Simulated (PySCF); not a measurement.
C5H10O.
SMILES with atom numbers: `[CH3:1][C@@H:2]1[CH2:3][C@H:4]1[CH2:5][OH:6]` (hydrogens: H7, H8, H9 on C1; H10 on C2; H11, H12 on C3; H13 on C4; H14, H15 on C5; H16 on O6)

Structure optimised with GFN2-xTB, isolated species.

(1) Give the optimised bond lengths and angles.

## Answers

(1) 
| bond | length (bohr) |
| --- | --- |
| C1–C2 | 2.849 |
| C2–C3 | 2.834 |
| C3–C4 | 2.836 |
| C4–C5 | 2.856 |
| C5–O6 | 2.666 |
| C2–C4 | 2.840 |
| C1–H7, C1–H8, C1–H9 | 2.057 |
| C2–H10 | 2.050 |
| C3–H11 | 2.039 |
| C3–H12 | 2.040 |
| C4–H13 | 2.048 |
| C5–H14 | 2.066 |
| C5–H15 | 2.080 |
| O6–H16 | 1.822 |

Bonds in one row agree within 0.02 bohr and their mean is given. A selection of angles:
| angle | degrees |
| --- | --- |
| C2–C1–H7 | 110.8 |
| C2–C1–H9 | 110.4 |
| H7–C1–H8 | 108.4 |
| C1–C2–C3 | 120.1 |
| C1–C2–C4 | 120.4 |
| C1–C2–H10 | 113.6 |
| C3–C2–C4 | 60.0 |
| C3–C2–H10 | 116.2 |
| C4–C2–H10 | 116.5 |
| C2–C3–C4 | 60.1 |
| C2–C3–H11 | 118.3 |
| C2–C3–H12 | 118.5 |
| C4–C3–H11 | 118.1 |
| C4–C3–H12 | 118.0 |
| H11–C3–H12 | 113.8 |
| C3–C4–C5 | 120.1 |
| C3–C4–H13 | 117.3 |
| C5–C4–H13 | 113.2 |
| C2–C4–C3 | 59.9 |
| C2–C4–C5 | 119.7 |
| C2–C4–H13 | 116.9 |
| C4–C5–O6 | 112.3 |
| C4–C5–H14 | 110.7 |
| C4–C5–H15 | 109.7 |
| O6–C5–H14 | 105.3 |
| O6–C5–H15 | 110.3 |
| H14–C5–H15 | 108.3 |
| C5–O6–H16 | 108.2 |

Dihedral angles: C1–C2–C3–C4 -110° (anticlinal); C2–C3–C4–C5 -109° (anticlinal); C3–C4–C5–O6 154° (antiperiplanar); C1–C2–C4–C3 109° (anticlinal); H16–O6–C5–C4 -53° (synclinal).

Of the pairs four or more bonds apart, C2···H16 is among the closest relative to their van der Waals radii: 2.96 Å, 102 % of the sum of Bondi's values. The 3-membered ring C2–C3–C4 has internal angles of 59.9° to 60.1°.

Point group: C1 (no symmetry element, even within 0.4 Å). Not checked by GFN2-xTB frequencies. The numbers are those of one conformer (C3–C4–C5–O6 154°, C4–C5–O6–H -53°).

The numbers are calculated, not measured.
